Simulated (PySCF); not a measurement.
**Relaxation of singlet SO₂F₂**

These are results of B3LYP in PySCF with S def2-TZVP, O def2-TZVP, F def2-TZVP; no relativity; density-fitted integrals, not measurements. A (50,194) grid was used.

A hand-made tetrahedral start, of C2v symmetry, held to at least that symmetry:

```xyz
5
charge 0 multiplicity 1, angstrom
S     0.0000    0.0000   -0.0858
O     0.0000    1.2330   -0.9575
O     0.0000   -1.2330   -0.9575
F     1.3636    0.0000    0.8783
F    -1.3636    0.0000    0.8783
```

Optimiser trace:
```tsv
step	E − E(last) (kJ/mol)	largest gradient (Eh/bohr)
0	152.70	0.13185
1	14.15	0.04736
2	2.36	0.01414
3	0.10	0.00485
4	0.09	0.00282
5	0.01	0.00129
6	0.00	0.00042
7	0.00	0.00005
```

It ends at C2v with S–F 1.554 Å (×2), S–O 1.410 Å (×2); F–S–F 95.4°, F–S–O 108.1° (×4), O–S–O 125.0°. A frequency run shows a minimum. Other isomers or separated fragments may lie lower.

Final geometry:
```xyz
5
charge 0 multiplicity 1, angstrom
S     0.0000    0.0000   -0.1854
O     0.0000    1.2505   -0.8363
O     0.0000   -1.2505   -0.8363
F     1.1495    0.0000    0.8601
F    -1.1495    0.0000    0.8601
```

The relaxation took 16 s on 4 threads of a shared Arm Neoverse V1 host, with 161 basis functions and 8 gradients; the process peaked at 1 GiB.
